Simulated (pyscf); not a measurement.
Thermochemistry of product channels of •HC=CH–CH=CH₂ on the doublet surface, in kcal/mol, from CCSD(T)/def2-TZVPP + ΔMP2(QZVPP) energies (ideal gas, 1 atm, RRHO with modes under 100 cm⁻¹ raised to 100, one conformer, R ln 2 for rigid chiral ones). PySCF, gas phase, ωB97X-D3(BJ)/def2-SVP geometries. Correlated levels are frozen-core, on RHF or UHF. ΔMP2 is the change of the MP2 total energy from the triple- to the quadruple-zeta basis.

| products | ΔE | ΔH(298 K) | ΔG(298 K) | ΔG(900 K) |
|---|---|---|---|---|
| vinyl (•HC=CH₂) + acetylene (HC≡CH) | ? | +37.5 | +27.2 | +6.0 |
| cyclic C₄H₅ (SMILES [CH2]C1C=C1) [doublet] | ? | +17.1 | +17.4 | +17.5 |

Q: Fill in the missing entries.

A: 
- vinyl (•HC=CH₂) + acetylene (HC≡CH), ΔE: +41.0
- cyclic C₄H₅ (SMILES [CH2]C1C=C1) [doublet], ΔE: +18.1

The channel to •HC=CH₂ + HC≡CH turns favourable between 298 and 1200 K (ΔG from +27.2 kcal/mol to -4.4 kcal/mol).

These are energies of the channels, which say nothing of barriers. •HC=CH–CH=CH₂ lies 11.3 kcal/mol over its isomer •HC=C=CH–CH₃, and others may lie lower still (electronic energy, ωB97M-D3(BJ)). cyclic C₄H₅ (SMILES [CH2]C1C=C1) [doublet] lies 28.9 kcal/mol over its isomer •HC=C=CH–CH₃, and others may lie lower still (electronic energy, ωB97M-D3(BJ)). The CCSD(T) − MP2 part came from Ansatz, without density fitting, on the same reference. An open-shell T1 diagnostic exceeds 0.045. A UHF reference is spin-contaminated (<S²> up to 1.26), which harms MP2 most.
